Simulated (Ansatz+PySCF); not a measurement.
Stretching doublet PO

The P–O distance is varied.

Basis set: 6-31G (spherical functions). Left uncorrelated: 6 orbitals. Correlation on ROHF uses semicanonical orbitals with singles. Charge 0, multiplicity 2.

Computed with Ansatz (development build ahead of 0.2.0), each point on the determinant that the search for low states chose. Each curve is measured from its own lowest point listed. The UHF-CCSD(T) curve may step between solutions.

| r(P–O) (Å) | UHF-CCSD(T) (eV) |
| --- | --- |
| 1.360 | 2.071 |
| 1.400 | 1.362 |
| 1.440 | 0.850 |
| 1.500 | 0.343 |
| 1.540 | 0.142 |
| 1.580 | 0.028 |
| 1.620 | 0.009 |
| 1.660 | 0.000 |
| 1.700 | 0.062 |
| 1.760 | 0.222 |
| 1.800 | 0.364 |
| 1.840 | 0.528 |
| 1.880 | 0.707 |
| 1.920 | 0.897 |
| 1.960 | 1.090 |
| 2.160 | 1.945 |
| 2.200 | 2.083 |
| 2.240 | 2.211 |

(1) Give the ROHF-CCSD(T) curve at the same distances.

Answers

(1) (r (Å), E (eV)): (1.360, 2.172), (1.400, 1.463), (1.440, 0.935), (1.500, 0.413), (1.540, 0.208), (1.580, 0.093), (1.620, 0.052), (1.660, 0.070), (1.700, 0.136), (1.760, 0.300), (1.800, 0.440), (1.840, 0.595), (1.880, 0.755), (1.920, 0.905), (1.960, 1.020), (2.160, 0.618), (2.200, 0.344), (2.240, 0.000)

Caution at some points: the reference determinant was not shown to be the lowest; the program doubts this total; large amplitudes, a single reference is doubtful. Caution for ROHF-CCSD(T) at some points: an unrestricted determinant lies well below; large share of triples, a single reference is doubtful; the amplitudes may be one of several solutions. Caution for UHF-CCSD(T) at some points: another reference gives a lower total; a plain start can end on a higher determinant; the unrestricted determinant is a mixture of spin states.
